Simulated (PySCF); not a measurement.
Zinc-blende BP: correlation energy from several methods in one and the same small orbital space (PySCF; 2 atoms at the zone centre, 8 electrons in 58 orbitals, empty ones MP2 natural orbitals of a TZ basis, lattice constant set to 4.7649 Å). Its volume lies 16 % above that of the crystal's usual cell. It tests the methods against each other and lies far from the crystal's limit.

| method | E_corr (eV per atom) | share of CCSDT(Q) (%) | difference (meV) |
|---|---|---|---|
| MP2 | -2.3011 | 71.0 | 941 |
| CCSD | -3.0501 | 94.1 | 192 |
| CCSD(T) | -3.1904 | 98.4 | 51 |
| CCSDT | -3.2307 | 99.7 | 11 |
| CCSDT(Q) | -3.2417 | 100.0 | 0 |

MP2, (T) and (Q) use filled levels shifted down by the Madelung term, which in so small a cell is a large part of the gap, so these rows hang on it.

CCSDT(Q) is the highest level reached here, not an exact value.
